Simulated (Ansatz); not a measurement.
# BH2ClO (SMILES OBCl): levels of theory compared

Wanted: a comparison of 4 runs (B3LYP/STO-3G, r2SCAN/STO-3G, wB97X/STO-3G, CCSD/STO-3G) of BH2ClO. 

The results are computed with Ansatz 0.2.0.

65 further runs of the same task are left out: 4 that didn't finish, 61 set aside as unsound or not needed.

### 1 The structure to begin with

The species is BH2ClO (5 atoms), meant as a singlet with charge 0. As SMILES, `OBCl`. The Cl3–B2 distance was set to 4.416 Å, away from the relaxed value. At this shape a bond of the SMILES string is far longer than usual.

Bond lengths: O1–B2 1.340 Å, O1–H4 0.963 Å, B2–H5 1.189 Å. Angles: O1–B2–H5 119.8°, B2–O1–H4 113.9°.

### 2 A single-point energy at B3LYP/STO-3G (run 1)

Contents of in.yaml:

```yaml
basis:
  gaussian:
    orbitals: STO-3G
crystal:
  periodic: [false, false, false]
  atoms:
    - {symbol: O, position_ang: [-1.477708, -3.068430, 0.796910]}
    - {symbol: B, position_ang: [-0.235408, -2.587030, 0.937710]}
    - {symbol: Cl, position_ang: [0.788600, 1.496000, -0.395300]}
    - {symbol: H, position_ang: [-2.092108, -2.448630, 0.390110]}
    - {symbol: H, position_ang: [0.608892, -3.264930, 1.428410]}
hamiltonian:
  xc: {name: B3LYP}
accuracy: high
```

Started as:

```
$ ansatz run in.yaml --threads 1 --pin off --max-ram 2610MiB --events-out events.jsonl --progress --plain --runs-dir runs
```

Output:

```text
Warning: RAYON_NUM_THREADS=1 ignored (pool sized by the plan → 1); use --threads N
Functional definition: B3LYP
  name "B3LYP"
  parameter a0 = 0.2
  parameter ax = 0.72
  parameter ac = 0.81
  exchange = (1 - a0 - ax)*slater_x + ax*b88_x + a0*exact_x
  correlation = (1 - ac)*vwn_rpa_c + ac*lyp_c
326 factors; integrals over basis functions are off by at most 3.1e-8 eV
mean field evaluation 1: about -15096.8973 eV, gradient 1.4e1 eV
mean field evaluation 2: about -14979.4243 eV, gradient 4.7e1 eV
mean field evaluation 4: about -15098.8704 eV, gradient 1.1e1 eV
mean field evaluation 8: about -15099.1423 eV, gradient 1.1e1 eV
mean field evaluation 16: about -15100.7992 eV, gradient 8.1e-6 eV
mean field evaluation 32: about -15100.7935 eV, gradient 1.2e-1 eV
mean field -15100.79918941 eV, -554.9441345216 hartree, gradient 3.4e-8 eV, S^2 0.000000; 4 other end points of the search recorded, 0 dependent functions left out
reference -15100.79922187 eV, -554.9441357146 hartree; 16, 16 occupied and 5, 5 virtual orbitals, 326 factors
Total energy: -15100.79922187 eV, -554.9441357146 hartree
```

Run time: 1.9 s. Hardware: 1 thread of Arm Neoverse V1, shared host; peak memory 0.095 GiB.

### 3 A single-point energy at r2SCAN/STO-3G (run 2)

Contents of in.yaml:

```yaml
crystal:
  periodic: [false, false, false]
  atoms:
    - symbol: O
      position_ang: [-1.477708, -3.068430, 0.796910]
    - symbol: B
      position_ang: [-0.235408, -2.587030, 0.937710]
    - symbol: Cl
      position_ang: [0.788600, 1.496000, -0.395300]
    - symbol: H
      position_ang: [-2.092108, -2.448630, 0.390110]
    - symbol: H
      position_ang: [0.608892, -3.264930, 1.428410]
basis:
  gaussian:
    orbitals: STO-3G
accuracy: high
hamiltonian:
  xc: {name: r2SCAN}
```

Started as:

```
$ ansatz run in.yaml --threads 1 --pin off --max-ram 2610MiB --events-out events.jsonl --progress --plain --runs-dir runs
```

Output:

```text
Warning: RAYON_NUM_THREADS=1 ignored (pool sized by the plan → 1); use --threads N
Functional definition: r2SCAN
  name "r2SCAN"
  parameter k0 = 0.174
  parameter k1 = 0.065
  parameter a1 = 4.9479
  exchange = r2scan_x(k0 = k0, k1 = k1, a1 = a1)
  correlation = r2scan_c
326 factors; integrals over basis functions are off by at most 3.1e-8 eV
mean field evaluation 1: about -15095.8542 eV, gradient 1.2e1 eV
mean field evaluation 2: about -14804.5404 eV, gradient 5.6e1 eV
mean field evaluation 4: about -15079.4424 eV, gradient 1.9e1 eV
mean field evaluation 8: about -15099.8747 eV, gradient 9.0e-2 eV
mean field evaluation 16: about -15099.8369 eV, gradient 8.3e-8 eV
mean field evaluation 32: about -15099.8323 eV, gradient 1.1e-1 eV
mean field -15099.83688313 eV, -554.9087704181 hartree, gradient 6.6e-8 eV, S^2 0.000000; 4 other end points of the search recorded, 0 dependent functions left out
reference -15099.83688354 eV, -554.9087704330 hartree; 16, 16 occupied and 5, 5 virtual orbitals, 326 factors
Total energy: -15099.83688354 eV, -554.9087704330 hartree
```

Run time: 5.7 s. Hardware: 1 thread of Arm Neoverse V1, shared host; peak memory 0.14 GiB.

Run 3 isn't shown in full; the table further down has it.

### 4 The energy at CCSD/STO-3G (run 4)

Contents of molecule.yaml:

```yaml
crystal:
  periodic: [false, false, false]
  atoms:
    - {symbol: O, position_ang: [-1.477708, -3.068430, 0.796910]}
    - {symbol: B, position_ang: [-0.235408, -2.587030, 0.937710]}
    - {symbol: Cl, position_ang: [0.788600, 1.496000, -0.395300]}
    - {symbol: H, position_ang: [-2.092108, -2.448630, 0.390110]}
    - {symbol: H, position_ang: [0.608892, -3.264930, 1.428410]}
basis:
  gaussian: {orbitals: STO-3G}
correlation: {method: ccsd, frozen_orbitals: {B: 1, Cl: 5, H: 0, O: 1}}
accuracy: high
scf: {omitted_lower_state_checks: [cluster_reference, increment]}
```

Started as:

```
$ ansatz run molecule.yaml --threads 1 --pin off --max-ram 2610MiB --events-out events.jsonl --progress --plain --runs-dir runs
```

Output:

```text
Warning: RAYON_NUM_THREADS=1 ignored (pool sized by the plan → 1); use --threads N
[... 13 lines left out ...]
7 core orbitals not correlated: weight in the atoms' cores, before any rotation towards them, 1.000 or more for the frozen orbitals, at most 0.000 for the correlated occupied ones
[... 78 lines left out ...]
WARN: these amplitudes may be one of several solutions (largest doubles amplitude 1.40, level shift 7.02 eV)
Total energy: -15073.76442565 eV, -553.9506252781 hartree
Checks for a lower state left out: cluster_reference, increment
```

Wall time 0.3 s (1 thread of Arm Neoverse V1, shared host).

### 5 All runs side by side

| run | level | frozen core orbitals | energy (Eh) | wall time |
| --- | --- | --- | --- | --- |
| 1 | B3LYP/STO-3G | – | -554.944136 | 1.9 s |
| 2 | r2SCAN/STO-3G | – | -554.908770 | 5.7 s |
| 3 | wB97X/STO-3G | – | -554.898082 | 10 s |
| 4 | CCSD/STO-3G | 7 | -553.950625 | 0.3 s |

### 6 What came out

```
                                          quantity          value
                               run 4: total energy  -553.95063 Eh
run 4: correlation energy (7 core orbitals frozen)     -221.7 mEh
                              run 4: T1 diagnostic          0.202
```

In words: Totals of different functionals can't be ranked against each other. In run 4 the T1 diagnostic is large, so a single reference may not serve. In run 4 the log says that unrestricted orbitals would lower the reference, so the values rest on an unstable closed-shell determinant (other closed-shell runs at this shape may share the fault). In runs 1, 2, 3, 4 the basis is minimal, so the values are rough. All runs together took 18 s, the longest 10 s.
